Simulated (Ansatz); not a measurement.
**Scan of [Cl···H···NH], triplet**

Starting geometry:

```yaml
atoms:
  - { symbol: Cl, position_ang: [-1.8735, 0.2511, 0.0000] }
  - { symbol: H, position_ang: [-0.5947, 0.2511, 0.0000] }
  - { symbol: N, position_ang: [1.0995, 0.2511, 0.0000] }
  - { symbol: H, position_ang: [1.3686, -0.7532, 0.0000] }
```

From there H2 is moved from one fragment to the other while all else, the fragments' distance too, stays fixed, so the hump isn't the reaction's barrier; atoms are numbered as listed. Energies are in kcal/mol, counted from the starting geometry at the same level. Kohn–Sham curves are unrestricted where that lies lower.

Basis cc-pVTZ; Ansatz 0.2.0. Only valence electrons are correlated (noble-gas cores frozen). R marks a restricted (for open shells ROHF) determinant, U an unrestricted one.

Full CI isn't at hand for all of this; UCCSDT(Q) serves as the reference, and is uncertain by about the last step of the cluster series.

```tsv
distance Cl1-H2 (Å)	UCCSDT(Q)	SPW92	PBE	r2SCAN	PBE0	B3LYP	wB97M-V	B2PLYP	RPA-PBE
1.279	0.0	0.0	0.0	0.0	0.0	0.0	0.0	0.0	0.0
1.372	2.0	-1.7	-0.8	0.2	0.7	0.4	1.3	1.3	2.0
1.559	11.2	-0.3	1.9	4.8	6.8	5.7	9.4	8.8	9.1
1.746	13.5	-1.7	0.5	4.3	7.3	5.1	11.3	9.6	7.4
1.933	9.0	-1.5	-0.7	2.2	4.9	2.1	7.8	5.9	2.6
```

**Question.** Judged by the spread of the error over the points with a reference (largest less smallest), which of these follows UCCSDT(Q) best and which worst?

**Answer.** Subtracting the UCCSDT(Q) column from each: best wB97M-V (errors from -2.2 to 0.0, spread 2.2 kcal/mol), worst SPW92 (from -15.3 to 0.0, spread 15.3 kcal/mol). Functionals and wave-function methods converge differently with the basis, so part of this is basis effect.
